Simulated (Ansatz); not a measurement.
**SiNHO+ (doublet): wave-function methods side by side, def2-TZVPP**

The task here is to estimate one member of a computed series from the others.

Program: Ansatz 0.2.0, Gaussian basis. Level of theory: def2-TZVPP, core rule «outside noble gas», up to 7 orbitals frozen. These are calculated values, not measurements.

The runs, in order: UHF; ROHF; CCSD(T) on UHF.

2 further runs of the same task are left out: 2 set aside as unsound or not needed.

**The geometry**

The geometry is a PBE0/def2-TZVP stationary point (not a proven minimum) of the parent state, kept for this charge and spin.

4 atoms, charge 1, spin multiplicity 2.

Atoms are counted from 1 here; the program's logs count them from 0.

Bond lengths: O1–N2 1.340 Å, O1–H4 0.970 Å, N2–Si3 1.779 Å. Angles: N2–O1–H4 105.4°, O1–N2–Si3 115.0°.

The first run:

The input, in.yaml:

```yaml
crystal:
  periodic: [false, false, false]
  atoms:
    - {symbol: O, position_ang: [0.000000, 0.337434, 1.469190]}
    - {symbol: N, position_ang: [0.000000, -0.573001, 0.485749]}
    - {symbol: Si, position_ang: [0.000000, 0.099776, -1.161533]}
    - {symbol: H, position_ang: [0.000000, -0.173786, 2.294129]}
basis:
  gaussian: {orbitals: def2-TZVPP}
total_charge: 1
magnetization: {spin_polarized: true, initial_magnetization: 1}
hamiltonian: {xc: hf}
output: {orbitals: {seedname: orbitals}}
```

The run is started by

```console
$ ansatz run in.yaml --threads 1 --pin off --events-out ev --progress --plain --max-ram 4096MiB --backend cpu
```

Steps of the session up to this table: UHF; ROHF; CCSD(T) on UHF.

One of the session's tables, all rows but one given; the rest of the session is left out.

| method | from UCCSD(T) (kcal/mol) |
| --- | --- |
| ROHF | +338.03 |
| UHF | ? |
| UMP2 | +31.12 |
| UCCSD | +14.82 |
| UCCSD(T) | 0 |

Estimate the missing values for UHF.

As computed: from UCCSD(T) (kcal/mol): +334.51. In the column «from UCCSD(T) (kcal/mol)» it lies between UMP2 (+31.12) and ROHF (+338.03).
